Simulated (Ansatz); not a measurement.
The same path of BH4N + H2 (8 atoms, charge 0, multiplicity 1) was run twice with different band settings. Lost on the way: H7–H8. Made: B1–H7, N2–H8.

Method: RKS PBE/cc-pVDZ (Ansatz 0.2.0).

Relaxed end points:

```xyz
8
Properties=species:S:1:pos:R:3
B 0.121 -0.906 0.239
N 0.023 -0.178 1.427
H -0.859 -0.009 1.913
H 0.829 0.215 1.916
H 1.219 -1.070 -0.257
H -0.894 -1.351 -0.259
H -0.439 3.302 1.286
H -0.340 2.554 1.134
```

```xyz
8
Properties=species:S:1:pos:R:3
B 0.078 0.218 0.094
N -0.156 0.415 1.710
H -0.445 -0.462 2.166
H 0.700 0.733 2.187
H 0.975 -0.619 -0.001
H -1.004 -0.172 -0.343
H 0.401 1.330 -0.322
H -0.888 1.112 1.910
```

Common settings: movable images 9; climbing image yes; optimiser quadratic models (default); start path through a guess of the saddle point; force threshold 0.03 eV/Å; iteration limit 60; end points relaxed.

| run | spring |
| --- | --- |
| 1 | 5.0 eV/Å² |
| 2 | 20.0 eV/Å² |

(1) What does each run give, and how far can it be trusted?

## Answers

(1) Run 1: converged after 16 iterations, highest image 1.416 eV above the first end. A vibrational analysis at the climbing image gives one clearly imaginary mode, 1184i cm⁻¹: a first-order saddle point.
Run 2: converged after 15 iterations, highest image 1.416 eV above the first end. Another band between the same ends (9 images) ends at a top of the same energy, where a vibrational analysis finds 1 clearly imaginary mode.
The orbitals stay closed-shell, which can raise the energy where a bond breaks towards radicals; this wasn't checked here.
